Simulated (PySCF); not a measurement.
# BH2F (SMILES BF): NEVPT2(10,10)/pcSseg-1, part 1 of 2

Aim: the energy difference between two shapes of BH2F at NEVPT2(10,10)/pcSseg-1, from 2 runs. 

Program for the calculation: PySCF 2.14.0.

6 further runs of the same task are left out: 6 set aside as unsound or not needed.

## 1. Starting point

BH2F has 4 atoms, charge 0, and is taken as a singlet. SMILES: `BF`. The shape is that of a PBE0-D4/def2-TZVP optimisation.

Bond lengths: B1–F2 1.317 Å, B1–H3 1.197 Å, B1–H4 1.198 Å. Angles: F2–B1–H3 117.8°, F2–B1–H4 117.8°, H3–B1–H4 124.4°.

## 2. The energy at NEVPT2(10,10)/pcSseg-1

File run.py:

```python
# BF
import numpy
from pyscf import gto, scf, mp, mcscf, mrpt

mol = gto.Mole()
mol.atom = 'B -0.027300 -0.004000 -0.030800; F 1.061200 -0.296700 0.649900; H -1.012500 -0.649100 0.186200; H 0.034200 0.889600 -0.825600'
mol.verbose = 4
mol.basis = 'pcsseg-1'
mol.max_memory = 1860
mol.charge = 0
mol.build()

mf = mol.RHF()
mf.kernel()

pt = mp.MP2(scf.addons.convert_to_uhf(mf)).run()
noons, natorbs = mcscf.addons.make_natural_orbitals(pt)
print('natural occupations', numpy.round(noons[:40], 4))
cas = mcscf.CASSCF(mf, 10, 10)
cas.fix_spin_(ss=0.0)
cas.natorb = True
cas.kernel(natorbs)
e_pt2 = mrpt.NEVPT(cas).kernel()
energy = cas.e_tot + e_pt2
print('E = %.10f Eh' % energy)
```

Started as:

```console
$ OMP_NUM_THREADS=1 python run.py
```

Standard output:

```text
PySCF version 2.14.0

[INPUT] num. atoms = 4
[INPUT] num. electrons = 16
[INPUT] charge = 0
[INPUT] spin (= nelec alpha-beta = 2S) = 0
[INPUT] symmetry False subgroup None
[INPUT] Mole.unit = angstrom
[INPUT] Symbol           X                Y                Z      unit          X                Y                Z       unit  Magmom
[INPUT]  1 B     -0.027300000000  -0.004000000000  -0.030800000000 AA   -0.051589523201  -0.007558904498  -0.058203564637 Bohr   0.0
[INPUT]  2 F      1.061200000000  -0.296700000000   0.649900000000 AA    2.005377363388  -0.560681741158   1.228133008355 Bohr   0.0
[INPUT]  3 H     -1.012500000000  -0.649100000000   0.186200000000 AA   -1.913347701122  -1.226621227455   0.351867004394 Bohr   0.0
[INPUT]  4 H      0.034200000000   0.889600000000  -0.825600000000 AA    0.064628633460   1.681100360413  -1.560157888441 Bohr   0.0

nuclear repulsion = 27.1757584810139
number of shells = 20
number of NR pGTOs = 76
number of NR cGTOs = 44
basis = pcsseg-1
ecp = {}

******** <class 'pyscf.scf.hf.RHF'> ********
method = RHF
initial guess = minao
damping factor = 0
level_shift factor = 0
DIIS = <class 'pyscf.scf.diis.CDIIS'>
diis_start_cycle = 1
diis_space = 8
diis_damp = 0
SCF conv_tol = 1e-09
SCF conv_tol_grad = None
SCF max_cycles = 50
direct_scf = True
direct_scf_tol = 1e-13
Set gradient conv threshold to 3.16228e-05
Initial guess from minao.
init E= -125.226147033214
  HOMO = -0.352025163375473  LUMO = 0.0249089391957691  gap/eV = 10.25690
cycle= 1 E= -125.264383440382  delta_E= -0.0382  |g|= 0.431  |ddm|= 1.39
  HOMO = -0.494159625010388  LUMO = 0.0675989739926077  gap/eV = 15.28623
cycle= 2 E= -125.298282787989  delta_E= -0.0339  |g|= 0.252  |ddm|= 0.342
  HOMO = -0.493284404488019  LUMO = 0.0834314130035851  gap/eV = 15.69324
cycle= 3 E= -125.307290265426  delta_E= -0.00901  |g|= 0.0358  |ddm|= 0.137
  HOMO = -0.486028381235953  LUMO = 0.0919550291538505  gap/eV = 15.72773
cycle= 4 E= -125.307692623845  delta_E= -0.000402  |g|= 0.00663  |ddm|= 0.0375
  HOMO = -0.487853092924818  LUMO = 0.0907495877718647  gap/eV = 15.74458
cycle= 5 E= -125.307713221086  delta_E= -2.06e-05  |g|= 0.00108  |ddm|= 0.0117
  HOMO = -0.488053242080164  LUMO = 0.0906727302551271  gap/eV = 15.74794
cycle= 6 E= -125.307713805835  delta_E= -5.85e-07  |g|= 0.00021  |ddm|= 0.00222
  HOMO = -0.48805420981902  LUMO = 0.0906985203119861  gap/eV = 15.74866
cycle= 7 E= -125.307713826255  delta_E= -2.04e-08  |g|= 3.99e-05  |ddm|= 0.000467
  HOMO = -0.488054469696842  LUMO = 0.0906976394685328  gap/eV = 15.74865
cycle= 8 E= -125.307713826983  delta_E= -7.28e-10  |g|= 5.56e-06  |ddm|= 7.16e-05
  HOMO = -0.488054290678453  LUMO = 0.0906974020600586  gap/eV = 15.74864
Extra cycle  E= -125.307713826997  delta_E= -1.4e-11  |g|= 2.22e-06  |ddm|= 6e-06
converged SCF energy = -125.307713826997

******** <class 'pyscf.mp.ump2.UMP2'> ********
nocc = (np.int64(8), np.int64(8)), nmo = (44, 44)
E(UMP2) = -125.60737537558  E_corr = -0.299661548582875
E(SCS-UMP2) = -125.604143651319  E_corr = -0.296429824322231
E_corr(same-spin) = -0.072881577666022
E_corr(oppo-spin) = -0.226779970916853
natural occupations [1.9998e+00 1.9994e+00 1.9894e+00 1.9798e+00 1.9793e+00 1.9735e+00
 1.9703e+00 1.9696e+00 2.3800e-02 2.2200e-02 1.9700e-02 9.9000e-03
 9.3000e-03 8.0000e-03 5.1000e-03 4.9000e-03 4.6000e-03 4.5000e-03
 3.8000e-03 3.7000e-03 3.6000e-03 2.9000e-03 2.4000e-03 2.3000e-03
 1.5000e-03 8.0000e-04 8.0000e-04 6.0000e-04 5.0000e-04 5.0000e-04
 5.0000e-04 5.0000e-04 4.0000e-04 3.0000e-04 3.0000e-04 3.0000e-04
 3.0000e-04 2.0000e-04 1.0000e-04 1.0000e-04]

******** <class 'pyscf.mcscf.mc1step.CASSCF'> ********
CAS (5e+5e, 10o), ncore = 3, nvir = 31
max_cycle_macro = 50
max_cycle_micro = 4
conv_tol = 1e-07
conv_tol_grad = None
orbital rotation max_stepsize = 0.02
orbital rotation threshold for CI restart = 0.01
augmented hessian ah_max_cycle = 30
augmented hessian ah_conv_tol = 1e-12
augmented hessian ah_linear dependence = 1e-14
augmented hessian ah_level shift = 1e-08
augmented hessian ah_start_tol = 2.5
augmented hessian ah_start_cycle = 3
augmented hessian ah_grad_trust_region = 3
kf_trust_region = 3
kf_interval = 4
ci_response_space = 4
ci_grad_trust_region = 3
with_dep4 0
natorb = True
canonicalization = True
sorting_mo_energy = False
ao2mo_level = 2
internal_rotation = False
******** <class 'pyscf.fci.addons.SpinPenaltyFCISolver'> ********
max. cycles = 50
conv_tol = 1e-08
davidson only = True
linear dependence = 1e-12
level shift = 0.001
max iter space = 12
nroots = 1
pspace_size = 400
spin = None
CASCI E = -125.415504045904  S^2 = 0.0000000
Set conv_tol_grad to 0.000316228
macro iter   1 ( 21 JK    4 micro), CASSCF E = -125.425002187278  dE = -9.49814137e-03  S^2 = 0.0000000
               |grad[o]|=0.111  |grad[c]|=0.0392  |ddm|=0.0118  |maxRot[o]|=0.314
macro iter   2 ( 21 JK    4 micro), CASSCF E = -125.435598455889  dE = -1.05962686e-02  S^2 = 0.0000000
               |grad[o]|=0.0623  |grad[c]|=0.0247  |ddm|=0.00807  |maxRot[o]|=0.314
macro iter   3 ( 21 JK    4 micro), CASSCF E = -125.444365820246  dE = -8.76736436e-03  S^2 = 0.0000000
               |grad[o]|=0.0438  |grad[c]|=0.0176  |ddm|=0.00765  |maxRot[o]|=0.254
macro iter   4 ( 21 JK    4 micro), CASSCF E = -125.447629059040  dE = -3.26323879e-03  S^2 = 0.0000000
               |grad[o]|=0.0247  |grad[c]|=0.0154  |ddm|=0.00461  |maxRot[o]|= 0.25
macro iter   5 ( 21 JK    4 micro), CASSCF E = -125.450659832948  dE = -3.03077391e-03  S^2 = 0.0000000
               |grad[o]|=0.0152  |grad[c]|=0.0158  |ddm|=0.00395  |maxRot[o]|=0.159
macro iter   6 ( 21 JK    4 micro), CASSCF E = -125.454527109689  dE = -3.86727674e-03  S^2 = 0.0000000
               |grad[o]|=0.0145  |grad[c]|=0.0112  |ddm|=0.00576  |maxRot[o]|=0.159
macro iter   7 ( 21 JK    4 micro), CASSCF E = -125.457289323655  dE = -2.76221397e-03  S^2 = 0.0000000
               |grad[o]|=0.0127  |grad[c]|=0.00664  |ddm|=0.00396  |maxRot[o]|=0.141
macro iter   8 ( 21 JK    4 micro), CASSCF E = -125.457814052485  dE = -5.24728830e-04  S^2 = 0.0000000
               |grad[o]|=0.0078  |grad[c]|=0.00988  |ddm|=0.00202  |maxRot[o]|=0.0376
macro iter   9 ( 20 JK    4 micro), CASSCF E = -125.458049658085  dE = -2.35605600e-04  S^2 = 0.0000000
               |grad[o]|=0.00628  |grad[c]|=0.00798  |ddm|=0.00124  |maxRot[o]|=0.0224
macro iter  10 ( 20 JK    4 micro), CASSCF E = -125.458218052271  dE = -1.68394186e-04  S^2 = 0.0000000
               |grad[o]|=0.00549  |grad[c]|=0.00763  |ddm|=0.00117  |maxRot[o]|= 0.02
macro iter  11 ( 18 JK    4 micro), CASSCF E = -125.458351161136  dE = -1.33108865e-04  S^2 = 0.0000000
               |grad[o]|=0.00479  |grad[c]|=0.00514  |ddm|=0.00083  |maxRot[o]|= 0.02
macro iter  12 ( 11 JK    4 micro), CASSCF E = -125.458532619069  dE = -1.81457933e-04  S^2 = 0.0000000
               |grad[o]|=0.00409  |grad[c]|=0.00276  |ddm|=0.000589  |maxRot[o]|= 0.04
macro iter  13 ( 11 JK    4 micro), CASSCF E = -125.458603380533  dE = -7.07614631e-05  S^2 = 0.0000000
               |grad[o]|=0.00237  |grad[c]|=0.00113  |ddm|=0.000361  |maxRot[o]|=0.0334
macro iter  14 (  8 JK    3 micro), CASSCF E = -125.458611616016  dE = -8.23548295e-06  S^2 = 0.0000000
               |grad[o]|=0.000895  |grad[c]|=0.000162  |ddm|=0.000158  |maxRot[o]|=0.0142
macro iter  15 (  4 JK    1 micro), CASSCF E = -125.458611705436  dE = -8.94206238e-08  S^2 = 0.0000000
               |grad[o]|=0.000117  |grad[c]|=7.84e-05  |ddm|=2.62e-05  |maxRot[o]|=0.0015
1-step CASSCF converged in  15 macro (260 JK  56 micro) steps
CASSCF canonicalization
Natural occ [1.99108579 1.98518411 1.98186659 1.98000672 1.97926997 0.02131572
 0.02051847 0.01817418 0.01300878 0.00956967]
Natural orbital (expansion on meta-Lowdin AOs) in CAS space
               #1        #2        #3        #4        #5
0 B 1s          -0.00434   0.00531  -0.00596  -0.00351   0.00000
0 B 2s           0.16446  -0.33861   0.23235  -0.07151  -0.00001
0 B 3s          -0.00106   0.03695  -0.04128  -0.02051   0.00000
0 B 2px          0.24058  -0.13317   0.15570   0.19827   0.07839
0 B 2py         -0.01149  -0.36498   0.07190  -0.24193  -0.18928
0 B 2pz          0.10175   0.28365  -0.00679   0.29666  -0.20676
0 B 3px          0.00806  -0.02095   0.05588   0.05639   0.00449
0 B 3py          0.00469  -0.03683   0.01660  -0.05005  -0.01085
0 B 3pz         -0.00124   0.02577   0.00599   0.06720  -0.01185
0 B 4px          0.00629  -0.00407   0.01307   0.01657   0.00080
0 B 4py         -0.00177   0.00191  -0.00276  -0.00486  -0.00193
0 B 4pz          0.00401  -0.00329   0.00748   0.01073  -0.00211
0 B 3dxy        -0.00602  -0.00731  -0.01805  -0.00590  -0.02153
0 B 3dyz        -0.00281   0.01162  -0.02190   0.01433  -0.00643
0 B 3dz^2       -0.00015   0.00339   0.01005  -0.00984  -0.02289
0 B 3dxz         0.01045   0.00020   0.01725   0.02139  -0.01616
0 B 3dx2-y2      0.00622  -0.00071  -0.00727   0.03013   0.00284
1 F 1s          -0.00385  -0.00003  -0.00150  -0.00257   0.00000
1 F 2s           0.93431   0.06251   0.00384   0.06877  -0.00000
1 F 3s           0.00834   0.00758  -0.01216  -0.01187   0.00000
1 F 2px          0.14177  -0.09499  -0.80525  -0.39503   0.25732
1 F 2py         -0.02422  -0.47923  -0.38670   0.42022  -0.62125
1 F 2pz          0.07593   0.40273   0.04867  -0.53452  -0.67858
1 F 3px         -0.00370  -0.00567   0.01209  -0.00951  -0.00354
1 F 3py          0.00380  -0.00996   0.01798  -0.01608   0.00854
1 F 3pz         -0.00488   0.00697  -0.01187   0.01112   0.00933
1 F 4px         -0.00153   0.00177  -0.01052  -0.00388   0.00260
1 F 4py          0.00042  -0.00095   0.00660  -0.00837   0.00627
1 F 4pz          0.00019   0.00020  -0.00205   0.00913   0.00685
1 F 3dxy        -0.00281   0.01150  -0.00332  -0.01696   0.01679
1 F 3dyz        -0.00143   0.01012   0.00107  -0.01035   0.00501
1 F 3dz^2       -0.00024  -0.00576  -0.00905  -0.00116   0.01788
1 F 3dxz         0.00524  -0.01068   0.02126   0.03174   0.01258
1 F 3dx2-y2      0.00332   0.00294   0.02530   0.01925  -0.00219
2 H 1s          -0.01988  -0.00441  -0.11730   0.02726   0.00000
2 H 2s           0.00460   0.00074  -0.01680   0.00958  -0.00000
2 H 2px         -0.00261  -0.00200  -0.00491  -0.00181  -0.00045
2 H 2py         -0.00036   0.00020  -0.00550   0.00358   0.00109
2 H 2pz         -0.00066  -0.00094   0.00317  -0.00396   0.00119
3 H 1s           0.06503  -0.49144   0.30495  -0.41116  -0.00000
3 H 2s          -0.00023   0.05003  -0.00997   0.01820  -0.00000
3 H 2px         -0.00221   0.00085  -0.00475   0.00090  -0.00045
3 H 2py         -0.00147   0.01515  -0.01140   0.01485   0.00110
3 H 2pz          0.00051  -0.01355   0.00864  -0.01326   0.00120
               #6        #7        #8        #9        #10
0 B 1s           0.00434   0.00000   0.00208   0.00169  -0.00211
0 B 2s          -0.50148  -0.00005  -0.14854  -0.29197   0.17651
0 B 3s           0.12172   0.00001   0.10509  -0.01132   0.10642
0 B 2px         -0.34671  -0.16331  -0.17805   0.18124   0.33540
0 B 2py         -0.24124   0.39417   0.33177  -0.12253  -0.12162
0 B 2pz          0.08929   0.43059  -0.37125   0.18090   0.23852
0 B 3px         -0.11086   0.00645  -0.22146   0.02685  -0.08923
0 B 3py          0.01908  -0.01559   0.01487  -0.18761   0.00133
0 B 3pz         -0.05950  -0.01704  -0.09759   0.18193  -0.03505
0 B 4px          0.04919   0.00362   0.02294  -0.02777  -0.01131
0 B 4py          0.00355  -0.00872  -0.03234  -0.02913  -0.00053
0 B 4pz          0.01540  -0.00952   0.03830   0.01614  -0.00380
0 B 3dxy        -0.00811   0.08856   0.05987   0.03142  -0.04425
0 B 3dyz         0.04796   0.02677   0.02309   0.11861  -0.00776
0 B 3dz^2        0.01582   0.09282  -0.01450  -0.05813  -0.02050
0 B 3dxz        -0.03585   0.06717  -0.07248   0.01324   0.10746
0 B 3dx2-y2     -0.02917  -0.01277  -0.02309   0.11367   0.09321
1 F 1s          -0.00024  -0.00000  -0.00038   0.00017   0.00071
1 F 2s           0.15905   0.00002   0.17504  -0.04320  -0.18379
1 F 3s           0.05212   0.00001   0.08429  -0.09032   0.71033
1 F 2px         -0.11018   0.05477  -0.20458   0.03984   0.11914
1 F 2py          0.10867  -0.13225  -0.01601  -0.00632  -0.02626
1 F 2pz         -0.14123  -0.14449  -0.06291   0.02089   0.06922
1 F 3px         -0.10276   0.17405  -0.51525  -0.12833  -0.32218
1 F 3py          0.24784  -0.42023  -0.21466  -0.46856   0.04204
1 F 3pz         -0.26576  -0.45909   0.00115   0.38030  -0.16065
1 F 4px          0.06502  -0.10410   0.33146   0.06737   0.17293
1 F 4py          0.16201  -0.25133  -0.13305  -0.28091   0.02097
1 F 4pz         -0.17292  -0.27457  -0.00387   0.23162  -0.08477
1 F 3dxy        -0.00033  -0.01463   0.00215  -0.02025   0.01743
1 F 3dyz         0.00227  -0.00436  -0.00038  -0.01406   0.00375
1 F 3dz^2        0.00030  -0.01559   0.00457   0.00917   0.00589
1 F 3dxz        -0.00094  -0.01095  -0.01152   0.01912  -0.03858
1 F 3dx2-y2     -0.00033   0.00189  -0.01325  -0.00273  -0.03139
2 H 1s          -0.01830  -0.00000   0.13995   0.16566   0.01499
2 H 2s          -0.01168  -0.00000   0.04665   0.00112   0.02190
2 H 2px         -0.01018   0.00594   0.03613   0.02487  -0.02515
2 H 2py         -0.00231  -0.01434   0.00922   0.03366   0.02246
2 H 2pz         -0.00174  -0.01567   0.00526  -0.02139  -0.03009
3 H 1s           0.49687   0.00006  -0.26221   0.39418   0.07787
3 H 2s           0.02130   0.00000   0.00193  -0.04553   0.01959
3 H 2px          0.01016   0.00571   0.00931   0.00603  -0.03927
3 H 2py          0.02208  -0.01379  -0.00197   0.08703   0.01233
3 H 2pz         -0.01636  -0.01506   0.00534  -0.07740  -0.02618
<CAS-nat-orb|mo-hf>  4      3        0.95647615
<CAS-nat-orb|mo-hf>  5      4        0.43380697
<CAS-nat-orb|mo-hf>  5      5       -0.77954987
<CAS-nat-orb|mo-hf>  6      4       -0.60632148
<CAS-nat-orb|mo-hf>  6      5       -0.52112405
<CAS-nat-orb|mo-hf>  6      8        0.57562112
<CAS-nat-orb|mo-hf>  7      4       -0.50395669
<CAS-nat-orb|mo-hf>  7      7       -0.64620331
<CAS-nat-orb|mo-hf>  7      8       -0.49784665
<CAS-nat-orb|mo-hf>  8      6       -0.99974612
<CAS-nat-orb|mo-hf>  9      17       0.46462002
<CAS-nat-orb|mo-hf>  10     9        0.54967066
<CAS-nat-orb|mo-hf>  10     20       0.79113673
<CAS-nat-orb|mo-hf>  11     16      -0.51522295
<CAS-nat-orb|mo-hf>  11     21       0.46561003
<CAS-nat-orb|mo-hf>  12     21       0.61299730
<CAS-nat-orb|mo-hf>  13     19       0.47629500
<CAS-nat-orb|mo-hf>  13     28       0.64670154
CASSCF energy = -125.458611705436
CASCI E = -125.458611705436  E(CI) = -35.1303115993126  S^2 = 0.0000000

******** <class 'pyscf.mrpt.nevpt2.NEVPT'> ********
NEVPT2 (5e+5e, 10o), ncore = 3, nvir = 31
root = 0
Natural occ [1.99108579 1.98518411 1.98186659 1.98000672 1.97926997 0.02131572
 0.02051847 0.01817418 0.01300878 0.00956967]
Natural orbital (expansion on meta-Lowdin AOs) in CAS space
               #1        #2        #3        #4        #5
0 B 1s          -0.00434   0.00531  -0.00596  -0.00351   0.00000
0 B 2s           0.16446  -0.33861   0.23235  -0.07151  -0.00001
0 B 3s          -0.00106   0.03695  -0.04128  -0.02051   0.00000
0 B 2px          0.24058  -0.13317   0.15570   0.19827   0.07839
0 B 2py         -0.01149  -0.36498   0.07190  -0.24193  -0.18928
0 B 2pz          0.10175   0.28365  -0.00679   0.29666  -0.20676
0 B 3px          0.00806  -0.02095   0.05588   0.05639   0.00449
0 B 3py          0.00469  -0.03683   0.01660  -0.05005  -0.01085
0 B 3pz         -0.00124   0.02577   0.00599   0.06720  -0.01185
0 B 4px          0.00629  -0.00407   0.01307   0.01657   0.00080
0 B 4py         -0.00177   0.00191  -0.00276  -0.00486  -0.00193
0 B 4pz          0.00401  -0.00329   0.00748   0.01073  -0.00211
0 B 3dxy        -0.00602  -0.00731  -0.01805  -0.00590  -0.02153
0 B 3dyz        -0.00281   0.01162  -0.02190   0.01433  -0.00643
0 B 3dz^2       -0.00015   0.00339   0.01005  -0.00984  -0.02289
0 B 3dxz         0.01045   0.00020   0.01725   0.02139  -0.01616
0 B 3dx2-y2      0.00622  -0.00071  -0.00727   0.03013   0.00284
1 F 1s          -0.00385  -0.00003  -0.00150  -0.00257   0.00000
1 F 2s           0.93431   0.06251   0.00384   0.06877  -0.00000
1 F 3s           0.00834   0.00758  -0.01216  -0.01187   0.00000
1 F 2px          0.14177  -0.09499  -0.80525  -0.39503   0.25732
1 F 2py         -0.02422  -0.47923  -0.38670   0.42022  -0.62125
1 F 2pz          0.07593   0.40273   0.04867  -0.53452  -0.67858
1 F 3px         -0.00370  -0.00567   0.01209  -0.00951  -0.00354
1 F 3py          0.00380  -0.00996   0.01798  -0.01608   0.00854
1 F 3pz         -0.00488   0.00697  -0.01187   0.01112   0.00933
1 F 4px         -0.00153   0.00177  -0.01052  -0.00388   0.00260
1 F 4py          0.00042  -0.00095   0.00660  -0.00837   0.00627
1 F 4pz          0.00019   0.00020  -0.00205   0.00913   0.00685
1 F 3dxy        -0.00281   0.01150  -0.00332  -0.01696   0.01679
1 F 3dyz        -0.00143   0.01012   0.00107  -0.01035   0.00501
1 F 3dz^2       -0.00024  -0.00576  -0.00905  -0.00116   0.01788
1 F 3dxz         0.00524  -0.01068   0.02126   0.03174   0.01258
1 F 3dx2-y2      0.00332   0.00294   0.02530   0.01925  -0.00219
2 H 1s          -0.01988  -0.00441  -0.11730   0.02726   0.00000
2 H 2s           0.00460   0.00074  -0.01680   0.00958  -0.00000
2 H 2px         -0.00261  -0.00200  -0.00491  -0.00181  -0.00045
2 H 2py         -0.00036   0.00020  -0.00550   0.00358   0.00109
2 H 2pz         -0.00066  -0.00094   0.00317  -0.00396   0.00119
3 H 1s           0.06503  -0.49144   0.30495  -0.41116  -0.00000
3 H 2s          -0.00023   0.05003  -0.00997   0.01820  -0.00000
3 H 2px         -0.00221   0.00085  -0.00475   0.00090  -0.00045
3 H 2py         -0.00147   0.01515  -0.01140   0.01485   0.00110
3 H 2pz          0.00051  -0.01355   0.00864  -0.01326   0.00120
               #6        #7        #8        #9        #10
0 B 1s           0.00434   0.00000   0.00208   0.00169  -0.00211
0 B 2s          -0.50148  -0.00005  -0.14854  -0.29197   0.17651
0 B 3s           0.12172   0.00001   0.10509  -0.01132   0.10642
0 B 2px         -0.34671  -0.16331  -0.17805   0.18124   0.33540
0 B 2py         -0.24124   0.39417   0.33177  -0.12253  -0.12162
0 B 2pz          0.08929   0.43059  -0.37125   0.18090   0.23852
0 B 3px         -0.11086   0.00645  -0.22146   0.02685  -0.08923
0 B 3py          0.01908  -0.01559   0.01487  -0.18761   0.00133
0 B 3pz         -0.05950  -0.01704  -0.09759   0.18193  -0.03505
0 B 4px          0.04919   0.00362   0.02294  -0.02777  -0.01131
0 B 4py          0.00355  -0.00872  -0.03234  -0.02913  -0.00053
0 B 4pz          0.01540  -0.00952   0.03830   0.01614  -0.00380
0 B 3dxy        -0.00811   0.08856   0.05987   0.03142  -0.04425
0 B 3dyz         0.04796   0.02677   0.02309   0.11861  -0.00776
0 B 3dz^2        0.01582   0.09282  -0.01450  -0.05813  -0.02050
0 B 3dxz        -0.03585   0.06717  -0.07248   0.01324   0.10746
0 B 3dx2-y2     -0.02917  -0.01277  -0.02309   0.11367   0.09321
1 F 1s          -0.00024  -0.00000  -0.00038   0.00017   0.00071
1 F 2s           0.15905   0.00002   0.17504  -0.04320  -0.18379
1 F 3s           0.05212   0.00001   0.08429  -0.09032   0.71033
1 F 2px         -0.11018   0.05477  -0.20458   0.03984   0.11914
1 F 2py          0.10867  -0.13225  -0.01601  -0.00632  -0.02626
1 F 2pz         -0.14123  -0.14449  -0.06291   0.02089   0.06922
1 F 3px         -0.10276   0.17405  -0.51525  -0.12833  -0.32218
1 F 3py          0.24784  -0.42023  -0.21466  -0.46856   0.04204
1 F 3pz         -0.26576  -0.45909   0.00115   0.38030  -0.16065
1 F 4px          0.06502  -0.10410   0.33146   0.06737   0.17293
1 F 4py          0.16201  -0.25133  -0.13305  -0.28091   0.02097
1 F 4pz         -0.17292  -0.27457  -0.00387   0.23162  -0.08477
1 F 3dxy        -0.00033  -0.01463   0.00215  -0.02025   0.01743
1 F 3dyz         0.00227  -0.00436  -0.00038  -0.01406   0.00375
1 F 3dz^2        0.00030  -0.01559   0.00457   0.00917   0.00589
1 F 3dxz        -0.00094  -0.01095  -0.01152   0.01912  -0.03858
1 F 3dx2-y2     -0.00033   0.00189  -0.01325  -0.00273  -0.03139
2 H 1s          -0.01830  -0.00000   0.13995   0.16566   0.01499
2 H 2s          -0.01168  -0.00000   0.04665   0.00112   0.02190
2 H 2px         -0.01018   0.00594   0.03613   0.02487  -0.02515
2 H 2py         -0.00231  -0.01434   0.00922   0.03366   0.02246
2 H 2pz         -0.00174  -0.01567   0.00526  -0.02139  -0.03009
3 H 1s           0.49687   0.00006  -0.26221   0.39418   0.07787
3 H 2s           0.02130   0.00000   0.00193  -0.04553   0.01959
3 H 2px          0.01016   0.00571   0.00931   0.00603  -0.03927
3 H 2py          0.02208  -0.01379  -0.00197   0.08703   0.01233
3 H 2pz         -0.01636  -0.01506   0.00534  -0.07740  -0.02618
<CAS-nat-orb|mo-hf>  4      3        0.95647615
<CAS-nat-orb|mo-hf>  5      4        0.43380697
<CAS-nat-orb|mo-hf>  5      5       -0.77954987
<CAS-nat-orb|mo-hf>  6      4       -0.60632148
<CAS-nat-orb|mo-hf>  6      5       -0.52112405
<CAS-nat-orb|mo-hf>  6      8        0.57562112
<CAS-nat-orb|mo-hf>  7      4       -0.50395669
<CAS-nat-orb|mo-hf>  7      7       -0.64620331
<CAS-nat-orb|mo-hf>  7      8       -0.49784665
<CAS-nat-orb|mo-hf>  8      6       -0.99974612
<CAS-nat-orb|mo-hf>  9      17       0.46462002
<CAS-nat-orb|mo-hf>  10     9        0.54967066
<CAS-nat-orb|mo-hf>  10     20       0.79113673
<CAS-nat-orb|mo-hf>  11     16      -0.51522295
<CAS-nat-orb|mo-hf>  11     21       0.46561003
<CAS-nat-orb|mo-hf>  12     21       0.61299730
<CAS-nat-orb|mo-hf>  13     19       0.47629500
<CAS-nat-orb|mo-hf>  13     28       0.64670154
Sr    (-1)',   E = -0.01557017543427
Si    (+1)',   E = -0.00088665338850
Sijrs (0)  ,   E = -0.02346843190832
Sijr  (+1) ,   E = -0.00380461818330
Srsi  (-1) ,   E = -0.01112688570943
Srs   (-2) ,   E = -0.06987643997016
Sij   (+2) ,   E = -0.00060716238148
Sir   (0)' ,   E = -0.00737605008140
Nevpt2 Energy = -0.132716417056868
E = -125.5913281225 Eh
```

Run time: 88 s. Hardware: 1 thread of Intel Xeon at 2.50GHz (Skylake/Cascade Lake), shared host; peak memory 0.18 GiB.

(Continued in part 2 of 2.)
